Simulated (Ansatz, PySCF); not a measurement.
Potential energy curve for HCl, singlet.

Levels of theory: UHF/cc-pVTZ (PySCF); RHF/cc-pVTZ (PySCF); UKS-B3LYP = unrestricted B3LYP/cc-pVTZ run with PySCF; RKS-B3LYP = restricted B3LYP/cc-pVTZ in PySCF 2.14.0; UKS-BHandHLYP = PySCF 2.14.0 with unrestricted BHandHLYP/cc-pVTZ; RKS-BHandHLYP = restricted BHandHLYP/cc-pVTZ (PySCF); UKS-PBE = unrestricted PBE/cc-pVTZ in Ansatz (a program for electronic structure); RKS-PBE = restricted PBE/cc-pVTZ (Ansatz); UKS-B3LYP/6-31G* = unrestricted B3LYP/6-31G*, spherical d run with PySCF; RKS-B3LYP/6-31G* = PySCF with restricted B3LYP/6-31G*, spherical d; UKS-LDA (SVWN5)/6-31G* = unrestricted LDA (SVWN5)/6-31G*, spherical d (PySCF); RKS-LDA (SVWN5)/6-31G* = restricted LDA (SVWN5)/6-31G*, spherical d in PySCF; UKS-B3LYP/6-311+G** = unrestricted B3LYP/6-311+G**, spherical d (PySCF 2.14.0); RKS-B3LYP/6-311+G** = restricted B3LYP/6-311+G**, spherical d run with PySCF.

Scanned distances (Å): 0.95, 1.01, 1.10, 1.14, 1.22, 1.26, 1.28, 1.32, 1.33, 1.40, 1.49, 1.57, 1.73, 1.93, 2.10, 2.29, 2.59, 2.81, 3.13, 3.51, 3.80, 4.48, 5.07.

Where does the unrestricted solution first break spin symmetry (<S²> of 0.01 or more)?

UHF: between 1.57 and 1.73 Å; UKS-B3LYP: between 1.93 and 2.10 Å; UKS-BHandHLYP: between 1.73 and 1.93 Å; UKS-PBE: between 2.10 and 2.29 Å; UKS-B3LYP/6-31G*: between 1.93 and 2.10 Å; UKS-LDA (SVWN5)/6-31G*: between 2.29 and 2.59 Å; UKS-B3LYP/6-311+G**: between 1.93 and 2.10 Å.

```
R / Å  <S²> UHF  E(RHF) − E(UHF) / eV  <S²> UKS-B3LYP  E(RKS-B3LYP) − E(UKS-B3LYP) / eV  <S²> UKS-BHandHLYP  E(RKS-BHandHLYP) − E(UKS-BHandHLYP) / eV  <S²> UKS-PBE  E(RKS-PBE) − E(UKS-PBE) / eV  <S²> UKS-B3LYP/6-31G*  E(RKS-B3LYP/6-31G*) − E(UKS-B3LYP/6-31G*) / eV  <S²> UKS-LDA (SVWN5)/6-31G*  E(RKS-LDA (SVWN5)/6-31G*) − E(UKS-LDA (SVWN5)/6-31G*) / eV  <S²> UKS-B3LYP/6-311+G**  E(RKS-B3LYP/6-311+G**) − E(UKS-B3LYP/6-311+G**) / eV
-----  --------  --------------------  --------------  --------------------------------  ------------------  ----------------------------------------  ------------  ----------------------------  ---------------------  ----------------------------------------------  ---------------------------  ----------------------------------------------------------  ------------------------  ----------------------------------------------------
0.95       0.00                 0.000            0.00                             0.000                0.00                                     0.000          0.00                         0.000                   0.00                                           0.000                         0.00                                                       0.000                      0.00                                                 0.000
1.01       0.00                 0.000            0.00                             0.000                0.00                                     0.000          0.00                         0.000                   0.00                                           0.000                         0.00                                                       0.000                      0.00                                                 0.000
1.10       0.00                 0.000            0.00                             0.000                0.00                                     0.000          0.00                         0.000                   0.00                                           0.000                         0.00                                                       0.000                      0.00                                                 0.000
1.14       0.00                 0.000            0.00                             0.000                0.00                                     0.000          0.00                         0.000                   0.00                                           0.000                         0.00                                                       0.000                      0.00                                                 0.000
1.22       0.00                 0.000            0.00                             0.000                0.00                                     0.000          0.00                         0.000                   0.00                                           0.000                         0.00                                                       0.000                      0.00                                                 0.000
1.26       0.00                 0.000            0.00                             0.000                0.00                                     0.000          0.00                         0.000                   0.00                                           0.000                         0.00                                                       0.000                      0.00                                                 0.000
1.28       0.00                 0.000            0.00                             0.000                0.00                                     0.000          0.00                         0.000                   0.00                                           0.000                         0.00                                                       0.000                      0.00                                                 0.000
1.32       0.00                 0.000            0.00                             0.000                0.00                                     0.000          0.00                         0.000                   0.00                                           0.000                         0.00                                                       0.000                      0.00                                                 0.000
1.33       0.00                 0.000            0.00                             0.000                0.00                                     0.000          0.00                         0.000                   0.00                                           0.000                         0.00                                                       0.000                      0.00                                                 0.000
1.40       0.00                 0.000            0.00                             0.000                0.00                                     0.000          0.00                         0.000                   0.00                                           0.000                         0.00                                                       0.000                      0.00                                                 0.000
1.49       0.00                 0.000            0.00                             0.000                0.00                                     0.000          0.00                         0.000                   0.00                                           0.000                         0.00                                                       0.000                      0.00                                                 0.000
1.57       0.00                 0.000            0.00                             0.000                0.00                                     0.000          0.00                         0.000                   0.00                                           0.000                         0.00                                                       0.000                      0.00                                                 0.000
1.73       0.03                 0.001            0.00                             0.000                0.00                                     0.000          0.00                         0.000                   0.00                                           0.000                         0.00                                                       0.000                      0.00                                                 0.000
1.93       0.50                 0.332            0.00                             0.000                0.07                                     0.005          0.00                         0.000                   0.00                                           0.000                         0.00                                                       0.000                      0.00                                                 0.000
2.10       0.72                 0.864            0.11                             0.012                0.36                                     0.150          0.00                         0.000                   0.12                                           0.012                         0.00                                                       0.000                      0.11                                                 0.011
2.29       0.85                 1.529            0.41                             0.154                0.62                                     0.470          0.26                         0.034                   0.42                                           0.155                         0.00                                                       0.000                      0.41                                                 0.150
2.59       0.95                 2.525            0.71                             0.541                0.84                                     1.082          0.65                         0.316                   0.71                                           0.541                         0.43                                                       0.107                      0.71                                                 0.529
2.81       0.98                 3.153            0.83                             0.838                0.91                                     1.509          0.77                         0.555                   0.83                                           0.839                         0.62                                                       0.275                      0.82                                                 0.818
3.13       1.00                 3.900            0.92                             1.209                0.97                                     2.035          0.87                         0.850                   0.91                                           1.214                         0.77                                                       0.519                      0.91                                                 1.178
3.51       1.01                 4.565            0.97                             1.537                0.99                                     2.503          0.92                         1.098                   0.97                                           1.549                         0.85                                                           —                      0.96                                                 1.499
3.80       1.01                 4.946            0.99                             1.718                1.00                                     2.764          0.95                         1.225                   0.99                                           1.734                         0.88                                                           —                      0.98                                                 1.675
4.48       1.01                 5.548            1.00                             1.976                1.00                                     3.155          0.98                         1.390                   1.00                                           1.994                         0.92                                                           —                      1.00                                                 1.929
5.07       1.01                 5.863            1.00                             2.089                1.00                                     3.343          0.99                         1.452                   1.00                                           2.105                         0.00                                                           —                      1.00                                                 2.041
```

A dash means that the run gave no value there, or that the column was ended at a point which the program doubted or which failed a test of continuity chosen for this set; such a test can also cut sound points.
